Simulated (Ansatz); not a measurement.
**Structure relaxation of CuBiH₃**

These are results of DFT PBE, scalar-relativistic, plane waves, PAW in Ansatz, not measurements. Cutoff 420 eV, Γ-centred k mesh, Gaussian smearing, no spin polarisation in the final step.

The start puts CuBiH₃ on the rhombohedral perovskite structure type (R-3c, No. 167), with Cu in place of La, Bi in place of Al, H in place of O, at a guessed volume.

```yaml
crystal:
  lattice:
    - [2.59472, 1.49806, 4.22772]
    - [-2.59472, 1.49806, 4.22772]
    - [0.00000, -2.99613, 4.22772]
  atoms:
    - { symbol: Cu, position: [0.75000, 0.75000, 0.75000] }
    - { symbol: Cu, position: [0.25000, 0.25000, 0.25000] }
    - { symbol: Bi, position: [0.50000, 0.50000, 0.50000] }
    - { symbol: Bi, position: [0.00000, 0.00000, 0.00000] }
    - { symbol: H, position: [0.22500, 0.27500, 0.75000] }
    - { symbol: H, position: [0.27500, 0.75000, 0.22500] }
    - { symbol: H, position: [0.77500, 0.72500, 0.25000] }
    - { symbol: H, position: [0.25000, 0.77500, 0.72500] }
    - { symbol: H, position: [0.72500, 0.25000, 0.77500] }
    - { symbol: H, position: [0.75000, 0.22500, 0.27500] }
```

Cell and atoms relax at zero pressure; the relaxation can't lower the symmetry of the start. After a coarse first stage the cell is made exact in the group found at 0.06 Å.

The zero of energy is the elements' standard structures at the same level (H₂ as a molecule); no fitted shifts are applied.

Task: Describe the relaxed structure.

Result: It keeps R-3c (No. 167), but not the shape of the type it started on. Conventional cell: a = 5.822 Å, c = 12.160 Å. Around Cu lie 3 H at 1.61 Å; Bi has 6 H at 2.35 Å; H has 1 Cu at 1.61 Å.

```cif
data_structure
_symmetry_space_group_name_H-M 'R-3c:H'
_symmetry_Int_Tables_number 167
_cell_length_a 5.8222
_cell_length_b 5.8222
_cell_length_c 12.1602
_cell_angle_alpha 90.000
_cell_angle_beta 90.000
_cell_angle_gamma 120.000
_cell_volume 356.98
loop_
_atom_site_label
_atom_site_type_symbol
_atom_site_symmetry_multiplicity
_atom_site_Wyckoff_symbol
_atom_site_fract_x
_atom_site_fract_y
_atom_site_fract_z
_atom_site_occupancy
Cu1 Cu 6 a 0.33333 0.66667 0.41667 1
Bi1 Bi 6 b 0.33333 0.66667 0.16667 1
H1 H 18 e 0.94324 0.33333 0.08333 1
```

Task: What are its volume, energy, density and gap?

Result: The volume per atom is 11.90 Å³ and the density is 7.69 g/cm³. The energy over the elements is 0.49 eV/atom and the gap on the 12×12×12 mesh is 0 eV (a metal).

The final run used a 12×12×12 mesh on its 10-atom cell and 0.10 eV smearing. For metals, differences of a few meV/atom aren't resolved. Spin–orbit coupling is left out. Symmetry constrained the relaxation, so the result can be a saddle point.

Cost: 3 runs of about 6.4 core-minutes in all, on Arm Neoverse V1 (shared hosts).